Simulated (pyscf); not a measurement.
One four-centre exchange on the singlet surface with elements of a group swapped. ωB97M-D3(BJ)/def2-TZVP, kJ/mol, from the separated reactants. PySCF, gas phase, ωB97X-D3(BJ)/def2-SVP geometries.

| step | barrier | reaction energy | imaginary mode (i cm⁻¹) |
|---|---|---|---|
| `[CH3][GeH3]` + `[H][H]` → `[CH4]` + `[GeH4]` | 332.3 | -43.8 | 1978 |
| `[CH3][SiH3]` + `[H][H]` → `[CH4]` + `[SiH4]` | ? | ? | 1724 |

**Question.** Fill in the missing entries.

**Answer.** 
- `[CH3][SiH3]` + `[H][H]` → `[CH4]` + `[SiH4]`, barrier: 301.1
- `[CH3][SiH3]` + `[H][H]` → `[CH4]` + `[SiH4]`, reaction energy: -29.2

Each row is the saddle that its search found. Elements up to Kr have no core potential and no relativistic terms here.
